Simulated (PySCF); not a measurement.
System: C2Cl4, charge 0, multiplicity 1. SMILES: ClC(Cl)=C(Cl)Cl
Geometry from a B3LYP-D3(BJ)/def2-TZVP (Ansatz) optimisation:
```xyz
6

C     -0.0004    -0.0005     0.6696
C      0.0004     0.0005    -0.6696
Cl     0.0045     1.4501     1.5909
Cl    -0.0065    -1.4527     1.5885
Cl    -0.0045    -1.4501    -1.5909
Cl     0.0065     1.4527    -1.5885
```

Dispersion corrections to the total energy (kcal/mol) from the dftd3 and dftd4 libraries through PySCF: D3(BJ) without and D4 with the three-body term, each with the damping fitted for the functional named.

| functional | D3(BJ) | D4 |
|---|---|---|
| revPBE | [?] | -18.13 |
| HF | [?] | -21.64 |
| BP86 | -10.76 | -8.95 |
| PBE0 | -5.37 | -5.44 |
| BLYP | -13.54 | -14.13 |
| BHLYP | [?] | -8.40 |
| PBE | -5.88 | -6.39 |

Problem. Complete the blanks.

Solution. 
- revPBE, D3(BJ): -14.38
- HF, D3(BJ): -42.04
- BHLYP, D3(BJ): -9.17
